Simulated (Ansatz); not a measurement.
## SBr⁺, triplet: reading a ladder of total energies

Geometry: that of the SBr⁺, singlet, kept fixed.

```
atom   x (Å)   y (Å)   z (Å)
   S  0.0000  0.0000  0.0000
  Br  0.0000  0.0000  2.0193
```

Basis cc-pVDZ; Ansatz 0.2.0. Only valence electrons are correlated (noble-gas cores and the filled d shells of p-block atoms frozen), which leaves 12 electrons in 26 orbitals. R marks a restricted (for open shells ROHF) determinant, U an unrestricted one. No spin–orbit coupling is included, and no scalar relativity.

Full CI isn't at hand for all of this; UCCSDT(Q) serves as the reference, and is uncertain by about the last step of the cluster series.

Runs differ by some tens of microhartree through their thresholds and, for an open shell, their frozen cores, so steps under 0.03 kcal/mol mean nothing.

```tsv
level	total energy (hartree)
UHF	-2969.567954
UMP2	-2969.779107
UCCSD	-2969.806515
UCCSD(T)	-2969.814793
UCCSDT	-2969.815852
UCCSDT(Q)	-2969.816613
```

Q: What is the correlation energy at UCCSDT(Q), and what share of it do UMP2 and UCCSD recover?

A: E(corr) = -2969.816613 − (-2969.567954) = -0.248659 hartree = -6.766 eV. UMP2: -0.211153 / -0.248659 = 84.92 %. UCCSD: -0.238561 / -0.248659 = 95.94 %.

Q: By how many kcal/mol does UCCSD(T) miss UCCSDT(Q) (1 hartree = 627.509 kcal/mol), and which steps make up the rest?

A: -2969.814793 − (-2969.816613) = 0.001820 hartree = 1.14 kcal/mol. Steps: UCCSDT − UCCSD(T) = -0.66, UCCSDT(Q) − UCCSDT = -0.48 kcal/mol. Differences between like states or geometries often cancel part of this.
